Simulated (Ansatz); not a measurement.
# Basis-set limit of AlBH$_{5}$, doublet

| atom | x (Å) | y (Å) | z (Å) |
| --- | --- | --- | --- |
| Al | -0.9586 | 0.0000 | 0.0000 |
| H | -1.7515 | 1.3734 | 0.0000 |
| H | -1.7515 | -1.3734 | 0.0000 |
| H | 0.7294 | 0.0000 | 0.0000 |
| B | 2.1544 | 0.0000 | 0.0000 |
| H | 2.6635 | 0.0000 | 1.0770 |
| H | 2.6635 | 0.0000 | -1.0770 |

Ansatz 0.2.0, UHF determinant, valence electrons correlated. Energies in eV.

```csv
set,X,functions,Hartree–Fock,MP2 correlation,CCSD(T) correlation,time
def2-TZVPP,3,143,-7330.4739,-5.3779,-6.6414,"9.5 s on 1 × NVIDIA H100 80GB HBM3 with 1 thread of AMD EPYC 7R13 Processor (Zen 3), with other jobs on the host"
def2-QZVPP,4,277,-7330.7190,-5.7127,-6.9014,"22 s on 1 × NVIDIA H100 80GB HBM3 with 1 thread of AMD EPYC 7R13 Processor (Zen 3), with other jobs on the host"
```

Hartree–Fock is taken to follow E(X) = E∞ + A·exp(−7.88·√X), correlation E(X) = E∞ + B·X^−2.97.

Question: Work out the CCSD(T) energy at the limit, and how far the shortcut misses it that extrapolates MP2 and adds CCSD(T) minus MP2 from the smaller set.

Answer: Hartree–Fock: E∞ = E4 + 0.1377·(E4 − E3) = -7330.7528. Correlation: E∞ = E4 + 0.7407·(E4 − E3) = -7.0939 for CCSD(T) and -5.9608 for MP2. The limit is -7337.8467 eV, 0.226 eV below def2-QZVPP. The shortcut gives a correlation energy of -5.9608 + (-1.2635) = -7.2243, 130 meV lower than the direct value.

Past Ne part of the Hartree–Fock step between the two sets comes from the cores, which don't follow the formula, so the 34 meV that it adds to the total can overshoot; that part largely cancels in differences.
